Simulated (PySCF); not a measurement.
Compound: cyclobutylamine, C₄H₉N.
SMILES with atom numbers: `[NH2:1][CH:2]1[CH2:3][CH2:4][CH2:5]1` (hydrogens: H6, H7 on N1; H8 on C2; H9, H10 on C3; H11, H12 on C4; H13, H14 on C5)

All values: PBE0/def2-SVPD (PySCF, non-relativistic), on one gas-phase PBE0-D3(BJ)/def2-SVP geometry that isn't relaxed in the solvent. The solvent is an IEF-PCM continuum (cavity from Bondi-type radii × 1.2), and excitations are vertical TDDFT with non-equilibrium linear response and a frozen core. Specific hydrogen bonds and non-electrostatic terms are outside this model.

Gas-phase singlets (H = HOMO, L = LUMO):

```json
{"state": "S1", "E (eV)": "6.246", "λ (nm)": "199", "f": "0.033", "leading configurations": "H→L 86%, H→L+1 12%"}
{"state": "S2", "E (eV)": "6.866", "λ (nm)": "181", "f": "0.005", "leading configurations": "H→L+1 80%, H→L 10%"}
{"state": "S3", "E (eV)": "6.895", "λ (nm)": "180", "f": "0.006", "leading configurations": "H→L+2 90%"}
{"state": "S4", "E (eV)": "7.439", "λ (nm)": "167", "f": "0.017", "leading configurations": "H→L+3 98%"}
{"state": "S5", "E (eV)": "8.018", "λ (nm)": "155", "f": "0.004", "leading configurations": "H→L+4 87%"}
```

Question: How does the list change in dimethylsulfoxide (ε = 46.83)?

Answer: 
| state | E (eV) | λ (nm) | f | leading configurations | change by rank (eV) |
| --- | --- | --- | --- | --- | --- |
| S1 | 6.509 | 190 | 0.050 | H→L 81%, H→L+1 17% | +0.263 |
| S2 | 7.074 | 175 | 0.010 | H→L+1 79%, H→L 18% | +0.208 |
| S3 | 7.186 | 173 | 0.008 | H→L+2 96% | +0.291 |
| S4 | 7.565 | 164 | 0.024 | H→L+3 98% | +0.126 |
| S5 | 8.224 | 151 | 0.001 | H→L+4 87% | +0.206 |

Question: What are the lowest 5 singlets in water (ε = 78.36)?

Answer: 
| state | E (eV) | λ (nm) | f | leading configurations | change by rank (eV) |
| --- | --- | --- | --- | --- | --- |
| S1 | 6.521 | 190 | 0.047 | H→L 82%, H→L+1 16% | +0.275 |
| S2 | 7.080 | 175 | 0.009 | H→L+1 80%, H→L 17% | +0.214 |
| S3 | 7.194 | 172 | 0.008 | H→L+2 96% | +0.299 |
| S4 | 7.571 | 164 | 0.022 | H→L+3 98% | +0.132 |
| S5 | 8.230 | 151 | 0.001 | H→L+4 87% | +0.212 |

Question: The ground-state energy changes by -0.181 eV from gas to water. By how much does the total energy of gas-phase S2 change?

Answer: E(S2) = E(S0) + excitation energy, so it changes by -0.181 + 0.214 = +0.033 eV: it isn't lowered at all, while the ground state is. This is the vertical state, with the slow part of the continuum still set for S0.

Question: How do the frontier levels move from gas to water?

Answer: 
| orbital | gas (eV) | solvent (eV) | change (eV) | Löwdin shares, gas | Löwdin shares, solvent |
| --- | --- | --- | --- | --- | --- |
| LUMO+2 | 1.39 | 1.64 | +0.25 | H8 19 %, H14 13 %, H6 12 %, H10 10 % | H8 17 %, H14 14 %, H6 11 %, H10 10 % |
| LUMO+1 | 1.19 | 1.34 | +0.15 | C4 19 %, H11 15 %, H7 10 %, H12 10 % | C4 18 %, H11 15 %, H7 9 %, H12 8 % |
| LUMO | 0.83 | 1.04 | +0.21 | C5 14 %, C2 11 %, H7 10 %, N1 9 % | C2 12 %, C5 12 %, C3 10 %, C4 8 % |
| HOMO | -6.75 | -6.81 | -0.06 | N1 55 %, C5 12 %, C2 12 %, H6 5 % | N1 53 %, C5 13 %, C2 13 %, H6 5 % |
| HOMO-1 | -8.63 | -8.49 | +0.14 | C2 20 %, C3 18 %, C4 14 %, C5 13 % | C2 20 %, C3 17 %, C4 14 %, C5 13 % |
| HOMO-2 | -8.92 | -8.82 | +0.10 | C4 20 %, C5 20 %, C3 19 %, H9 11 % | C4 21 %, C5 20 %, C3 18 %, H9 11 % |
| HOMO-3 | -9.30 | -9.18 | +0.12 | C4 28 %, C3 25 %, H12 10 %, C5 8 % | C4 28 %, C3 25 %, H12 10 %, C5 8 % |

The HOMO–LUMO gap goes from 7.58 to 7.85 eV. Rows go by rank; for LUMO the atom shares or the degeneracy differ between the runs, so the row needn't follow one orbital.

Conformer computed: `[NH2:1][CH:2]1[CH2:3][CH2:4][CH2:5]1`: H–N1–C2–C3 -62°, H–N1–C2–C3 179°.
